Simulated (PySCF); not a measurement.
# MgAl+: bond curves at several levels of theory

One job finds the state of MgAl+, follows it along the bond with each method and fits the curves.

The runs use PySCF 2.14.0; Mg pcseg-2, Al pcseg-2, no relativity.

**1. Set-up**

Settings of the job:

* atoms: Mg, Al
* charge: 1
* basis: Mg pcseg-2, Al pcseg-2
* Hamiltonian: no relativity
* basis functions: 53
* electrons treated: 24
* masses in u: 23.9850, 26.9815
* levels: PBE0, PBE, r²SCAN, TPSS, BP86, LDA, CAM-B3LYP, HF, MP2, SCS-MP2, CCSD, CCSD(T)
* grid: 80 radial by 434 angular points
* occupations: held fixed by the projection of orbital angular momentum
* dissociation limit: Mg + Al+, each in its ground configuration
* starting distance in angstrom: 2.650
* values of 2S to try: 0, 2

The run is started by

```bash
> OMP_NUM_THREADS=1 python dia.py task.json out
```

After this run come: First curve: PBE0; Higher solutions at PBE0; PBE (GGA); r²SCAN (meta-GGA); TPSS; BP86 (GGA); LDA (local density); CAM-B3LYP (range-separated hybrid); RHF (mean field); Adding correlation.

What does the calculation give? Wanted: for each run, Re; ωe; De; μ.

The runs gave:

Lowest PBE0 solution found, without spin–orbit coupling: ¹Σ⁺ (singlet), closed shell. State 2 has its PBE0 minimum 1.51 eV higher. The other levels ran on the lowest alone.

```
      level  Re (Å)  ωe (cm⁻¹)  De (eV)  μ (D)
        RHF   3.292      150.9     0.56  -0.10
    RHF-MP2   3.128      182.4     0.74    n/a
RHF-SCS-MP2   3.140      178.1     0.70    n/a
   RHF-CCSD   3.102      186.2     0.67    n/a
RHF-CCSD(T)   3.085      191.3     0.72    n/a
        LDA   3.079      193.1     1.19  -0.71
        PBE   3.127      185.5     1.10  -0.78
       BP86   3.137      181.1     1.04  -0.69
       TPSS   3.121      186.0     1.12  -1.19
     r²SCAN   3.120      189.4     1.09  -1.03
       PBE0   3.117      190.3     1.02  -0.90
  CAM-B3LYP   3.148      177.7     0.80  -0.38
```

De is counted to Mg + Al+ in their ground configurations. A positive dipole points from Mg to Al; in an ion it is taken about the centre of mass and does not tell which atom is negative.

Differences from CCSD(T) in the same basis:

```
      level  Re (mÅ)  ωe (%)
        RHF     +206   -21.2
    RHF-MP2      +43    -4.7
RHF-SCS-MP2      +55    -6.9
   RHF-CCSD      +17    -2.7
        LDA       -6    +0.9
        PBE      +42    -3.0
       BP86      +52    -5.4
       TPSS      +36    -2.8
     r²SCAN      +35    -1.0
       PBE0      +32    -0.6
  CAM-B3LYP      +63    -7.1
```

What this shows: Against CCSD(T) in the same basis, the bond length is nearest at LDA (-6 mÅ) and farthest at RHF (+206 mÅ); the wavenumber is nearest at PBE0 (-0.6 %) and farthest at RHF (-21.2 %). Of the levels with a De here, RHF gives the least (0.56 eV) and LDA the most (1.19 eV).

Correlated steps freeze 6 core orbitals.
